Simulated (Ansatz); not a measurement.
A nudged elastic band was laid between two geometries of CH7AlS (10 atoms, charge 0, multiplicity 1).

Method: RKS PBE0/def2-SVP (Ansatz).

```json
{"movable images": "9", "climbing image": "yes", "spring": "5.0 eV/Å²", "optimiser": "quadratic models (default)", "start path": "through a guess of the saddle point", "force threshold": "0.05 eV/Å", "iteration limit": "60", "end points": "relaxed"}
```

First end point:

```xyz
10
Properties=species:S:1:pos:R:3
Al 0.088 -0.083 0.250
C -0.128 0.285 2.178
H -1.131 0.029 2.559
H 0.616 -0.236 2.804
H 0.010 1.364 2.368
H 1.567 -0.168 -0.359
H -1.126 0.251 -0.741
S -0.312 -2.644 0.201
H -1.444 -2.688 0.938
H 0.468 -2.998 1.247
```

Last end point:

```xyz
10
Properties=species:S:1:pos:R:3
Al 0.020 -0.752 -0.313
C 0.008 -0.032 2.609
H -0.925 0.191 3.141
H 0.857 -0.029 3.305
H 0.178 0.743 1.846
H 1.486 -0.166 -0.417
H -1.310 0.099 -0.453
S -0.142 -2.942 -0.225
H -1.494 -2.958 -0.220
H -0.071 -1.042 2.171
```

(1) What changes between the two ends?

(2) Give the energies along the band, and the barrier.

(3) What is the geometry of the highest image?

(4) What are the harmonic wavenumbers there?

Answers

(1) Bonds broken: Al1–C2, S8–H10. Bonds formed: C2–H10. CH7AlS becomes AlH3S + CH4.

(2) The run converged. The highest image is number 6 of 0 to 10, 60.3 kJ/mol above the first end and 140.8 kJ/mol above the last; the last end lies 80.5 kJ/mol below the first. A vibrational analysis at the climbing image gives one clearly imaginary mode, 987i cm⁻¹: a first-order saddle point. The orbitals stay closed-shell, which can raise the energy where a bond breaks towards radicals; this wasn't checked here.

```tsv
image	path coordinate (Å)	energy (kJ/mol)	Al1–C2 (Å)	S8–H10 (Å)	C2–H10 (Å)
0	0.00	0.0	1.97	1.35	3.46
1	0.43	0.5	1.98	1.35	3.31
2	0.86	1.5	1.97	1.35	3.14
3	1.29	4.2	1.98	1.35	2.80
4	1.72	15.5	1.99	1.35	2.35
5	2.15	36.3	2.00	1.39	1.96
6	2.58	60.3	2.09	1.58	1.57
7	3.12	-18.5	2.33	2.07	1.17
8	3.65	-68.7	2.65	2.49	1.11
9	4.19	-78.9	2.85	2.81	1.10
10	4.72	-80.5	3.01	3.06	1.10
```

(3) 
```xyz
10
Properties=species:S:1:pos:R:3
Al 0.140 -0.340 0.121
C -0.055 -0.088 2.187
H -0.945 -0.348 2.782
H 0.845 -0.276 2.793
H -0.121 1.010 2.047
H 1.647 -0.083 -0.301
H -1.152 0.179 -0.644
S -0.127 -2.728 0.530
H -1.472 -2.699 0.387
H -0.153 -1.517 1.544
```

(4) 987i, 76, 273, 289, 366, 379, 461, 510, 597, 702, 709, 730, 795, 1154, 1216, 1418, 1427, 1510, 1931, 1948, 2713, 3019, 3116, 3169 cm⁻¹.

The run took 2.8 min on 2 threads of Arm Neoverse V2, on a shared host, peak memory 0.16 GiB.
